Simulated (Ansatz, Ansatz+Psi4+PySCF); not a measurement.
```xyz
2

N     0.0000    0.0000   -0.7313
O     0.0000    0.0000    0.6399
```

Basis set: cc-pVTZ (spherical functions). Left uncorrelated: 2 orbitals. Correlation on ROHF uses semicanonical orbitals with singles. Charge 0, multiplicity 2.

Computed with Ansatz (development build ahead of 0.2.0); each method stands on the lowest determinant of its kind that the runs found.

The atomization energy at this shape (free ground-state atoms in the same class of orbitals less the molecule, no zero-point energy) of doublet NO:

| method | atomization energy |
| --- | --- |
| ROHF-CCSD(T) | 4.84 eV |
| ROHF-CCSD | 4.22 eV |
| UHF-CCSD(T) | 4.74 eV |
| UHF-MP2 | 3.58 eV |
| UHF-CCSDT | 4.83 eV |
| UHF | 0.99 eV |

Task: What does ROHF-MP2 give?

Result: 5.32 eV. Caution: the shape is not the minimum. Caution for ROHF-CCSD(T), ROHF-CCSD, ROHF-MP2: an unrestricted determinant lies well below. Caution for ROHF-CCSD(T), ROHF-CCSD, UHF-CCSD(T), ROHF-MP2, UHF-MP2, UHF-CCSDT: large amplitudes, a single reference is doubtful. Caution for ROHF-CCSD(T), ROHF-CCSD: the program doubts this total. Caution for UHF-CCSD(T), UHF-MP2: another reference gives a lower total. Caution for UHF-CCSD(T), UHF-MP2, UHF-CCSDT, UHF: the determinant may break the point group; the unrestricted determinant is spin contaminated.
